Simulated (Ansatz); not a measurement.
**H₂Br⁺, singlet: the ladder up to RCCSDTQ**

Geometry: a point of a stretch scan, not a stationary point.

```yaml
atoms:
  - { symbol: Br, position_ang: [0.0000, -0.0347, 0.0105] }
  - { symbol: H, position_ang: [0.0000, 1.7826, -1.8893] }
  - { symbol: H, position_ang: [0.0000, 0.9657, 1.0564] }
```

Basis cc-pVDZ; Ansatz 0.2.0. Only valence electrons are correlated (noble-gas cores and the filled d shells of p-block atoms frozen), which leaves 8 electrons in 23 orbitals. R marks a restricted (for open shells ROHF) determinant, U an unrestricted one. Active spaces: pair = (2e, 2o) about the gap; valence = (8e, 6o) chosen from the atoms' valence shells. No spin–orbit coupling is included, and no scalar relativity.

Full CI isn't at hand for all of this; RCCSDTQ serves as the reference, and is uncertain by the last step of the cluster series or more. The frozen core follows each run's orbitals, which can shift R against U totals by a few meV for light atoms and by up to 0.1 eV past Ca.

RHF is unstable: UHF (⟨S²⟩ = 0.82) lies 0.99 eV below the lowest RHF solution. Higher spins weren't run at this geometry and may lie near or lower.

The UHF ⟨S²⟩ is 0.821. The T1 diagnostic (RCCSD) is 0.0579 and the largest doubles amplitude (RCCSD) is 0.333.

```
                   level  E − E(RCCSDTQ) (kJ/mol)  share of correlation (%)  wall time
                     RHF                    471.0                      0.00          –
                    RMP2                     91.6                     80.55          –
                    CISD                     56.4                     88.03     0.54 s
                   RCCSD                     20.1                     95.74          –
                RCCSD(T)                      1.0                     99.79     0.48 s
                 BCCD(T)                      3.2                     99.33     0.54 s
                  RCCSDT                      1.3                     99.73          –
               RCCSDT(Q)                     -0.1                    100.02      1.1 s
     CASSCF (pair space)                    341.3                     27.53          –
     NEVPT2 (pair space)                     50.7                     89.24     0.87 s
  CASSCF (valence space)                    287.6                     38.93          –
  NEVPT2 (valence space)                     61.3                     86.98     0.81 s
  MRCISD (valence space)                     13.0                     97.23          –
MRCISD+Q (valence space)                     -0.2                    100.03      1.1 s
```

The correlation energy at RCCSDTQ, counted from RHF, is -4.881 eV. That run took 12 s on 1 thread of Arm Neoverse V2, shared host.

Run but not shown, since their state, orbitals or frozen core can't be matched to the reference's or they repeat it: UHF, UMP2, UCCSD, UCCSD(T), UCCSDT, UCCSDT(Q).

Times hold each run's SCF and search for its determinant on a shared host, so for small cases they say little of a method's own cost; they ran on 1 thread of Arm Neoverse V2.

Natural occupations of CASSCF (valence space) about the gap: 2.000 1.998 1.971 1.698 0.303 0.031; effectively unpaired electrons, Σ n²(2−n)², 0.53.
